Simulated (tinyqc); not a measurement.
Orbital energy against energy difference: ionisation energy by orbital energies and by energy differences in the 6-31g basis, for H2O, spin multiplicity 1. Computed by the program tinyqc with PySCF. 

Geometry (angstrom):
```
atom,x,y,z
O,0.0000,0.0000,0.0000
H,0.0000,0.7720,0.5420
H,0.0000,-0.7720,0.5420
```

CCSD(T) difference in the same basis = 11.8781 eV

IP-EOM-CCSD = 11.6421 eV

The cation is unrestricted; errors are against CCSD(T) in this basis, not against experiment.

First vertical ionisation energy (eV):
```
method,-e(HOMO),E(cation) - E,error of -e(HOMO),error of the difference
HF,13.5941,10.977338,1.7160,-0.9007
LDA,6.2473,12.716624,-5.6308,0.8385
PBE,6.1726,12.400177,-5.7055,0.5221
B3LYP,7.9230,12.455198,-3.9551,0.5771
PBE0,8.2895,12.341608,-3.5886,0.4635
CAM-B3LYP,9.8148,12.445015,-2.0633,0.5669
LC-wPBE,11.2587,12.484554,-0.6194,0.6065
```

Koopmans errs by +1.72 eV and Delta-HF by -0.90 eV: relaxation, 2.62 eV, lowers the value and the missing correlation difference works against it. The PBE level is off by -5.7 eV through the wrong tail of its potential, though its energy difference is off by +0.52 eV; exact exchange deepens the level, and among the orbital energies LC-wPBE comes closest; among the differences PBE0 does.
